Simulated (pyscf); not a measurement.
Structures and frequencies: ωB97X-D3(BJ)/def2-SVP in PySCF.

Question: For NH₃ + H₂N–SiH•–F → H₂N–SiH(NH₂)–F + H•, a substitution at N (doublet surface; H–N broken, N–Si formed), PBE/def2-TZVP gives ΔE‡ = 0.37 eV and ΔE = -0.01 eV (zero: the separated reactants). In which direction and how far do r²SCAN/def2-TZVP, B3LYP-D3(BJ)/def2-TZVP, ωB97M-D3(BJ)/def2-TZVP move these?

Answer: r²SCAN: ΔE‡ = 0.39 eV, ΔE = -0.10 eV; B3LYP-D3(BJ): ΔE‡ = 0.51 eV, ΔE = -0.07 eV; ωB97M-D3(BJ): ΔE‡ = 0.60 eV, ΔE = -0.26 eV. PBE's barrier lies under all of them, by 0.02 to 0.23 eV. Its reaction energy lies over all of them, by 0.05 to 0.25 eV. On the reactant side the descent ends in a complex, 0.28 eV under the separated species and 0.97 eV under the saddle at ωB97X-D3(BJ)/def2-TZVP. At ωB97X-D3(BJ) the barrier from the zero used here is 0.69 eV. One saddle was located; it need not be the lowest between these sides. The angle at the attacked N is 129°.
